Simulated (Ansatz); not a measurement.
`[SiH3]CS` + NH₃ → `NCS` + SiH₄ at 500 K and 1 bar (substitution at a C–Si bond).

Program: Ansatz. Geometries: PBE0-D4/def2-TZVP. ΔE: electronic, gas phase. CBS: MP2 limit from def2 TZ/QZ plus the TZ coupled-cluster correction, frozen cores. This one scheme is used for every species. Each species was taken in one conformer, which may not be the lowest.

| species | CCSD(T)/CBS energy (Eh) | H − E (kJ/mol) | S (J/(mol·K)) |
| --- | --- | --- | --- |
| `[SiH3]CS` | -728.50660 | 199.0 | 359.7 |
| NH₃ | -56.50880 | 108.2 | 211.8 |
| `NCS` | -493.52417 | 199.6 | 327.5 |
| SiH₄ | -291.46306 | 102.4 | 230.9 |

H − E and S are ideal-gas, rigid-rotor, harmonic terms from PBE0-D4/def2-TZVP, for one conformer and one mirror image of each species. 1 Eh = 2625.50 kJ/mol, R = 8.31446 J/(mol·K).

Task: By hand: ΔE, ΔH, ΔS and ΔG.

Result: ΔE = (-493.52417) + (-291.46306) − (-728.50660) − (-56.50880) = 0.02817 Eh = 74.0 kJ/mol. Δ(H − E) = 199.6 + 102.4 − 199.0 − 108.2 = -5.2, so ΔH = 68.8 kJ/mol. ΔS = 327.5 + 230.9 − 359.7 − 211.8 = -13.1 J/(mol·K). ΔG = 68.8 − 500 × (-13.1)/1000 = 75.3 kJ/mol.

Task: By hand: the equilibrium constant, and the temperature at which ΔG would vanish if ΔH and ΔS stayed fixed.

Result: log₁₀ K = −ΔG/(RT ln 10) = -7.9. ΔH and −TΔS have one sign here, so there is no such temperature.

The number of gas molecules stays the same, so ΔS is small and ΔH decides. A doubt of 5 kJ/mol in ΔE shifts log₁₀ K by 0.5 here. Other conformers and mirror images would add mixing entropy, several J/(mol·K) or more a flexible species. These are equilibria of isolated gas molecules and say nothing of rates. Largest T1 diagnostic: 0.011 (customary marks: 0.02 for closed shells, 0.045 for open ones).
